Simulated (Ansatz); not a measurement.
Results of PBE0 (Ansatz, a quantum-chemistry and plane-wave program, plane waves, PAW) for As2Ir (P2₁/c, No. 14).

Run with plane-wave cutoff 460 eV, 4×4×4 k mesh, Fermi–Dirac smearing 0.01 eV, no spin polarisation, scalar-relativistic PAW data made under PBE.

Cell (relaxed at this level):

```
IrAs2
1.0
    6.05299     0.00000     0.00547
    0.00000     6.07365     0.00000
   -2.41999     0.00000     5.66311
Ir As
4 8
Direct
  0.27287   0.49971   0.79278
  0.72713   0.50029   0.20722
  0.72713   0.99971   0.70722
  0.27287   0.00029   0.29278
  0.15496   0.87446   0.87477
  0.84504   0.12554   0.12523
  0.84504   0.37446   0.62523
  0.15496   0.62554   0.37477
  0.33802   0.12896   0.68545
  0.66198   0.87104   0.31455
  0.66198   0.62896   0.81455
  0.33802   0.37104   0.18545
```

Estimate the band gap, smallest direct gap on the k points sampled and direct gap at Γ that the calculation returns.


- band gap = 2.09 eV (on the SCF k mesh)
- smallest direct gap on the k points sampled = 2.26 eV
- direct gap at Γ = 3.39 eV

Spin–orbit coupling is not included; with these elements it can move the gap by several tenths of an eV or more.

The computed numbers hold no vibrational or temperature effects.
